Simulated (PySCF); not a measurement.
# C5H11Cl (Pentane, 1-chloro-): the cost of one run

The runs use PySCF 2.14.0, with density-fitted response routines of our own; the level of theory stands in each step. All values are computed, except where a source is named. Atoms are numbered from 0 throughout.

### 1 The molecule as given

17 atoms, charge 0, multiplicity 1; geometry from: MMFF94s. The atoms were then displaced at random by about 0.03 Å, so the start is not that level's minimum.

Bonds of the start (Å): C0–C1 1.42, C1–C2 1.50, C2–C3 1.66, C3–C4 1.42, C4–Cl5 1.76, C0–H6 1.15, C0–H7 1.05, C0–H8 1.19, C1–H9 1.06, C1–H10 1.12, C2–H11 1.14, C2–H12 1.12, C3–H13 1.09, C3–H14 1.13, C4–H15 1.09, C4–H16 1.15.

### 2 Relaxing the molecule at PBE0-D3(BJ)/def2-SVP

The job: settings as JSON, then the geometry in Å.

```
{"job": {"xc": "PBE0", "basis": "def2-SVP", "d3": "d3bj", "grid": 1, "shake": 0.03, "kind": "geom"}, "charge": 0, "multiplicity": 1}
C     -2.495620     0.146230     0.364880
C     -1.285720    -0.595390     0.278070
C     -0.105550     0.320960     0.152900
C      1.348740    -0.478390     0.100290
C      2.455880     0.406700    -0.025940
Cl     3.946090    -0.521590    -0.079280
H     -2.653660     0.832680    -0.543260
H     -3.372520    -0.430930     0.412350
H     -2.567460     0.898540     1.284160
H     -1.317550    -1.260720    -0.550830
H     -1.216300    -1.218760     1.205910
H      0.006210     1.003160     1.064850
H     -0.215810     0.987660    -0.744360
H      1.162690    -1.149420    -0.734100
H      1.319200    -1.146600     1.006510
H      2.417430     1.085190    -0.874810
H      2.545390     1.120090     0.868980
```

The run is started by

```console
OMP_NUM_THREADS=1 python probes_run.py task.json out
```

One launch serves the whole session: the jobs run in the order shown.

**Question.** How long does this first job take on 1 thread of Arm Neoverse V1, shared host, and how much memory does it need?

About 68 s, with a peak of 0.64 GiB.
